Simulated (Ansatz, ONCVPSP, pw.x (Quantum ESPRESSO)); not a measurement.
**pw.x on bcc Ba: one setting changed**

Potential: optimised norm-conserving Vanderbilt (ONCV), ONCVPSP 4.0.1.1 (patched build), PBE; core [Kr] 4d10 5s2, reference 5p6 6s2; waves: 6s: rc 3.55 bohr, ncon 4, nbas 8, qcut 1.6 1/bohr, 2 projectors, debl 1.3 Ha; 5p: rc 2.80 bohr, ncon 4, nbas 7, qcut 5.6 1/bohr, 2 projectors, debl 2 Ha; d scattering state at 0.29 Ha: rc 3.05 bohr, ncon 4, nbas 8, qcut 3.4 1/bohr, 2 projectors, debl 1.75 Ha; local part: polynomial inside 2.25 bohr (lpopt 3, dvloc0 2 Ha); core correction: none. In the d channel the program set the typed energies aside and used 0.050, 1.800 Ha.

The reference run (k-mesh 9³, cutoffs 35/140 Ry, Fermi–Dirac 0.01 Ry, mixing_beta 0.4, conv_thr 1e-9, no spin) gives 0.06 GPa at 63.608 Å³/atom, where all-electron LAPW gives 0.01 GPa. This run, with its own iteration cap, changes conv_thr to 1e-06.

```
&control
  calculation='scf', prefix='x', pseudo_dir='./', outdir='./tmp', tstress=.true., disk_io='none'
/
&system
  ibrav=0, nat=1, ntyp=1, ecutwfc=35, ecutrho=140, nbnd=11,
  occupations='smearing', smearing='fd', degauss=0.01
/
&electrons
  conv_thr=1e-06, mixing_beta=0.4, electron_maxstep=60
/
ATOMIC_SPECIES
Ba 1.0 Ba.UPF
CELL_PARAMETERS angstrom
  -2.51468688 2.51468688 2.51468688
  2.51468688 -2.51468688 2.51468688
  2.51468688 2.51468688 -2.51468688
ATOMIC_POSITIONS crystal
Ba 0.0000 0.0000 0.0000
K_POINTS automatic
9 9 9 0 0 0
```

```bash
pw.x < Ba.scf.in > Ba.scf.out
```

Q: How does the run end?

A: It converges in 4 iterations; the free energy moves by +0.0 meV/atom and the pressure by +0.00 GPa. The result is that of the reference run.

```
Message from routine setup:
     using ibrav=0 with symmetry is DISCOURAGED, use correct ibrav instead
     lattice parameter (alat)  =       8.2308  a.u.
     unit-cell volume          =     429.2481 (a.u.)^3
     number of electrons       =         8.00
     number of Kohn-Sham states=           11
     kinetic-energy cutoff     =      35.0000  Ry
     charge density cutoff     =     140.0000  Ry
     scf convergence threshold =      1.0E-06
     Exchange-correlation= PBE
     number of k points=    35  Fermi-Dirac smearing, width (Ry)=  0.0100
     iteration #  1     ecut=    35.00 Ry     beta= 0.40
     total energy              =     -30.70845316 Ry
     estimated scf accuracy    <       0.00052996 Ry
     iteration #  2     ecut=    35.00 Ry     beta= 0.40
     total energy              =     -30.70862154 Ry
     estimated scf accuracy    <       0.00021022 Ry
     iteration #  3     ecut=    35.00 Ry     beta= 0.40
     total energy              =     -30.70864391 Ry
     estimated scf accuracy    <       0.00000247 Ry
     iteration #  4     ecut=    35.00 Ry     beta= 0.40
     the Fermi energy is     4.9992 ev
!    total energy              =     -30.70864437 Ry
     estimated scf accuracy    <       0.00000004 Ry
     smearing contrib. (-TS)   =      -0.00653680 Ry
     The total energy is F=E-TS. E is the sum of the following terms:
     one-electron contribution =      -5.43742347 Ry
     hartree contribution      =       4.36127263 Ry
     xc contribution           =      -5.11969250 Ry
     ewald contribution        =     -24.50626422 Ry
     convergence has been achieved in   4 iterations
          total   stress  (Ry/bohr**3)                   (kbar)     P=        0.57
     Message from routine punch:
     Nothing written, as per user request (disk_io='none')
```

The run took about 6.8 s on one core of a shared host (Neoverse-N1, 64 threads, 124 GiB, load 60).
